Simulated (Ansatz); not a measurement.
`C`, charge 0, multiplicity 1.

Give a relaxed structure at PBE0-D4/def2-TZVP (the Gaussian-basis code of Ansatz). (Best estimate.)

Ansatz gave: 
Z-matrix (Å, degrees):
```
C
H 1 1.090
H 1 1.090 2 109.5
H 1 1.090 2 109.5 3 -120.0
H 1 1.090 2 109.5 3 120.0
```
Point group Td.
